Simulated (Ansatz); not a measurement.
# Cu₃Pt: computed properties

The calculation used DFT r2SCAN, scalar-relativistic, plane waves, PAW (Ansatz).

Cutoff 500 eV; k points 12×12×12 on the computed 4-atom cell (Γ-centred); Gaussian smearing, width 0.10 eV; no spin polarisation.

The structure is relaxed at this level of theory with its symmetry kept. Whether it is the stable form of this composition wasn't checked.

It takes space group Pm-3m (No. 221, cubic). The conventional cell has a = 3.684 Å, b = 3.684 Å, c = 3.684 Å, α = 90.00°, β = 90.00°, γ = 90.00°. Cu (site symmetry 4/mmm) is surrounded by 8 Cu at 2.60 Å and 4 Pt at 2.60 Å. Pt (site symmetry m-3m) is surrounded by 12 Cu at 2.60 Å.

```json
{"Volume per atom": "12.50 Å³", "Formation energy from the elements' standard states (uncorrected)": "-0.159 eV/atom", "Generalised Kohn–Sham band gap": "none (metal)", "Density of states at the Fermi level": "1.64 states/eV per cell", "Löwdin character within 0.5 eV of the Fermi level": "Cu 3d 38 %, Pt 5d 25 %, Cu 4s 23 %, unprojected 9 %", "Bulk modulus": "190 GPa", "Its pressure derivative": "5.2", "Bader charges (e)": "Cu (3 in the cell) 0.23, Pt (1 in the cell) -0.69"}
```

Spin-orbit coupling is left out, which matters for the bands of heavy elements.

Cost: 9 runs of about 6.9 core-minutes in all, on Arm Neoverse V1 (shared hosts).